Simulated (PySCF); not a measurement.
# NF3 (nitrogen trifluoride): B2PLYP/STO-6G

Aim: the vertical singlet–triplet gap of NF3 (nitrogen trifluoride) at B2PLYP/STO-6G, from 2 runs. Input form: a Python script.

Program for the calculation: PySCF 2.14.0.

7 further runs of the same task are left out: 2 that didn't finish, 5 set aside as unsound or not needed.

## (1) The system as given

NF3: 4 atoms, total charge 0, spin state singlet. SMILES: `FN(F)F`. The coordinates come from a PBE0-D4/def2-TZVP relaxation.

Bond lengths: F1–N2 1.360 Å, N2–F3 1.360 Å, N2–F4 1.360 Å. Angles: F1–N2–F3 102.1°, F1–N2–F4 102.1°, F3–N2–F4 102.1°.

## (2) The energy at B2PLYP/STO-6G

File input.py:

```python
from pyscf import gto, dft, mp

system = gto.M(
    atom='''
F      1.160311     0.000643     2.016205
N      0.667867    -0.140123    -0.503140
F     -1.202395    -1.901990    -0.590048
F     -0.625783     2.041490    -0.923018
''',
    max_memory=1860,
    verbose=3,
    basis='sto-6g',
    unit='bohr',
)

mf = dft.RKS(system, xc='0.53*HF + 0.47*B88, 0.73*LYP')
mf.conv_tol = 1e-10
mf.grids.level = 5
mf.kernel()
if not mf.converged:
    mf = mf.newton().run(mf.mo_coeff, mf.mo_occ)

pt = mp.MP2(mf, frozen=4).run()
e_final = mf.e_tot + 0.27 * pt.e_corr
print('PT2 part  %.8f' % (0.27 * pt.e_corr))
print('E(%s) = %.9f' % ('B2PLYP', e_final))
```

Started as:

```bash
$ OMP_NUM_THREADS=1 python input.py
```

What it wrote:

```text
converged SCF energy = -351.965613501768
E(RMP2) = -352.118092957188  E_corr = -0.152479455419801
E(SCS-RMP2) = -352.12965270882  E_corr = -0.164039207051787
PT2 part  -0.04116945
E(B2PLYP) = -352.006782955
```

Run time: 3.3 s. Hardware: 1 thread of Arm Neoverse V2, shared host; peak memory 0.2 GiB.

## (3) The triplet, same level

File input.py:

```python
from pyscf import gto, dft, mp

system = gto.M(
    atom='''
F        0.614010       0.000340       1.066930
N        0.353420      -0.074150      -0.266250
F       -0.636280      -1.006490      -0.312240
F       -0.331150       1.080310      -0.488440
''',
    verbose=3,
    spin=2,
    max_memory=1860,
    charge=0,
    basis='sto-6g',
)

mf = dft.UKS(system, xc='0.53*HF + 0.47*B88, 0.73*LYP')
mf.grids.level = 5
mf.conv_tol = 1e-10
mf.kernel()
if not mf.converged:
    mf = mf.newton().run(mf.mo_coeff, mf.mo_occ)

pt = mp.MP2(mf, frozen=4).run()
energy = mf.e_tot + 0.27 * pt.e_corr
print('PT2 part  %.8f' % (0.27 * pt.e_corr))
print(f'total energy: {energy:.8f} hartree')
```

Started as:

```bash
$ OMP_NUM_THREADS=1 python input.py
```

What it wrote:

```text
WARN: HOMO 0.160270277404495 >= LUMO -0.311966581288075

WARN: HOMO -0.0495201860314233 >= LUMO -0.0639115337281779

WARN: HOMO 0.0140694680032257 >= LUMO -0.00396240193002817

WARN: HOMO 0.0187796737317704 >= LUMO 0.00863054247282469

WARN: HOMO 0.0140691563104792 >= LUMO 0.0123454176439505

converged SCF energy = -351.682748416868  <S^2> = 2.0094447  2S+1 = 3.0062899
E(UMP2) = -351.82109807064  E_corr = -0.138349653771252
E(SCS-UMP2) = -351.816465107466  E_corr = -0.133716690597418
PT2 part  -0.03735441
total energy: -351.72010282 hartree
```

Wall time 9 s (1 thread of Arm Neoverse V2, shared host); peak memory 0.21 GiB.

## (4) Summary of results

At B2PLYP/STO-6G, 4 core orbitals frozen:

```
                                                         quantity          value
                                            singlet: total energy  -352.00678 Eh
                                singlet: dipole moment (SCF part)         0.44 D
                       singlet: HOMO energy (SCF part's orbitals)       -7.48 eV
                       singlet: LUMO energy (SCF part's orbitals)        8.17 eV
                     singlet: HOMO–LUMO gap (SCF part's orbitals)       15.65 eV
                                            triplet: total energy  -351.72010 Eh
                                triplet: dipole moment (SCF part)         0.17 D
triplet: HOMO energy (SCF part's orbitals) (highest over α and β)       -0.03 eV
 triplet: LUMO energy (SCF part's orbitals) (lowest over α and β)        0.61 eV
                                                    triplet: ⟨S²⟩          2.009
                 vertical energy of the triplet above the singlet       7.801 eV
```

In words: At this shape the triplet lies 7.80 eV (753 kJ/mol) above the singlet. In a minimal basis such a difference can be off by several eV, whatever the method. Mulliken charges (singlet) run from -0.05 on F1 to +0.15 on N2.
